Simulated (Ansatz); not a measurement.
C2H2O2 can be A, `O=CC=O`, or B, `OC#CO`.

Isolated molecules relaxed with PBE0-D4/def2-TZVP in Ansatz; ΔE leaves out vibrations. CBS: MP2 limit from def2 TZ/QZ plus the TZ coupled-cluster correction, frozen cores. This one scheme is used for every species. DFT in def2-TZVPP. B3LYP here is the variant with VWN-RPA as its local correlation; programs differ in this. Each species was taken in one conformer, which may not be the lowest.

(1) Which isomer does CCSD(T)/CBS put lower? Give the gap. (Estimate.)

(2) Give E(B) − E(A) in kJ/mol with B3LYP, r2SCAN-D4, B3LYP-D4, BLYP-D4, MP2/def2-TZVPP, ωB97M-V, CCSD(T)/def2-TZVPP. (An estimate is asked.)

(3) Does the order hold for the free energy at 298.15 K (harmonic terms from PBE0-D4)? (Best estimate.)

Largest T1 diagnostic: 0.016.

Answers

(1) The calculation gave: A, by 186.8 kJ/mol.

(2) Ansatz gave: B3LYP 188.0, r2SCAN-D4 188.6, B3LYP-D4 189.1, BLYP-D4 194.9, MP2/def2-TZVPP 185.4, ωB97M-V 185.5, CCSD(T)/def2-TZVPP 195.0. None reverses the order clearly.

(3) Ansatz gave: Yes: G(B) − G(A) = +188.9 kJ/mol, for one conformer each.

At CCSD(T), def2-SVP lies +30.0 kJ/mol from the extrapolated value and def2-TZVPP +8.2 kJ/mol. In def2-TZVPP, CCSD(T) changes the Hartree–Fock value by −11.1 kJ/mol (the triples alone add +1.7 kJ/mol) and MP2 by −20.6 kJ/mol.
